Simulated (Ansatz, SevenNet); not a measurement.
**Ladder of methods for the elastic constant C11 of grey tin (α-Sn)**

Reference value: 69 GPa (measured, low temperature, zero-point motion not removed; as tabulated in Tanner et al. (2021), arXiv:2110.11888).

| level (code) | value (GPa) | cell (Å³/atom) | difference (%) |
|---|---|---|---|
| SevenNet-l3i5 | 34.5 | 36.82 | -50 |
| LDA (Ansatz) | 66.9 | 33.89 | -3.0 |
| BLYP (Ansatz) | 45.6 | 39.52 | -34 |
| PBE (Ansatz) | 55.1 | 36.84 | -20 |
| PBEsol (Ansatz) | 62.3 | 34.94 | -9.7 |
| RPBE (Ansatz) | 50.9 | 38.13 | -26 |
| PBE-D3(BJ) (Ansatz) | 59.6 | 35.47 | -13.6 |
| r²SCAN (Ansatz) | 66.8 | 35.38 | -3.2 |
| r²SCAN+rVV10 (Ansatz) | 68.8 | 34.84 | -0.3 |

Once the reference is moved by up to 5.0 % (a margin picked here for doubts on the reference and the settings, and for temperature and zero-point motion) and values within 1.7 % count as equal, the nearest can be r²SCAN+rVV10 (-0.3 %), LDA (-3.0 %) or r²SCAN (-3.2 %). Farthest off among them: SevenNet-l3i5 (-50 %).

The measured value isn't corrected to a static lattice, so vibrations enter the comparison.  LDA, BLYP, PBE, PBEsol, RPBE, PBE-D3(BJ), r²SCAN, r²SCAN+rVV10: the solid has no gap at this level, which affects its response. PBE-D3(BJ): the dispersion coefficients are held fixed in the derivatives. Each level is taken at its own relaxed cell. Cutoffs differ between the levels. Ansatz's density-functional and Hartree–Fock values are scalar-relativistic unless marked +SOC, with PAW data made under PBE.

Machine-learned potentials (SevenNet-l3i5) are trained on DFT data: a solid inside that data is no test of them.

Differences are worked out from the printed values.

Ansatz is a quantum-chemistry and plane-wave program.
